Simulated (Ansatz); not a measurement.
# BFH2N radical: small, medium and large basis sets

The task here is to estimate one member of a computed series from the others.

The runs use Ansatz 0.2.0, Gaussian basis; one geometry, several basis sets.

Plan: PBE0-D4/def2-SVP; ωB97M-V/def2-SVP; PBE0-D4/def2-QZVPP; ωB97M-V/def2-QZVPP; the functionals' def2-TZVPP values are taken from earlier runs.

## The geometry

The geometry comes from an earlier relaxation with PBE0-D4 in a triple-zeta def2 set; it is a stationary point.

SMILES `N[B]F`, 5 atoms, charge 0, spin multiplicity 2.

Atoms are counted from 1 here; the program's logs count them from 0.

Bond lengths: N1–B2 1.384 Å, N1–H4 1.003 Å, N1–H5 1.010 Å, B2–F3 1.324 Å. Angles: B2–N1–H4 122.5°, B2–N1–H5 122.8°, H4–N1–H5 114.7°, N1–B2–F3 122.6°.

The first run:

in.yaml reads:

```yaml
crystal:
  periodic: [false, false, false]
  atoms:
    - {symbol: N, position_ang: [-0.315168, 0.284604, -0.298294]}
    - {symbol: B, position_ang: [0.256829, -0.904744, 0.119273]}
    - {symbol: F, position_ang: [1.186460, -0.957125, 1.060637]}
    - {symbol: H, position_ang: [-1.019605, 0.321971, -1.011957]}
    - {symbol: H, position_ang: [-0.058516, 1.181694, 0.088939]}
basis:
  gaussian: {orbitals: def2-SVP}
magnetization: {spin_polarized: true, initial_magnetization: 1}
hamiltonian: {xc: pbe0, dispersion: d4}
output: {orbitals: {seedname: orbitals}}
```

Among the steps run: PBE0-D4 in def2-SVP; ωB97M-V in def2-SVP; PBE0-D4 in def2-QZVPP; ωB97M-V in def2-QZVPP.

One table of the session follows, with a row left open; its other results are not shown here.

It belongs to the step «Functionals by basis». 

| functional | basis | HOMO (eV) |
| --- | --- | --- |
| PBE0-D4 | def2-SVP | -5.79 |
| PBE0-D4 | def2-TZVPP | -6.01 |
| PBE0-D4 | def2-QZVPP | -6.04 |
| ωB97M-V | def2-SVP | ? |
| ωB97M-V | def2-TZVPP | -7.89 |
| ωB97M-V | def2-QZVPP | -7.93 |

**Question.** Estimate the row for ωB97M-V, def2-SVP.

**Answer.** HOMO (eV): -7.61. In the column «HOMO (eV)» it lies between ωB97M-V, def2-TZVPP (-7.89) and PBE0-D4, def2-QZVPP (-6.04).
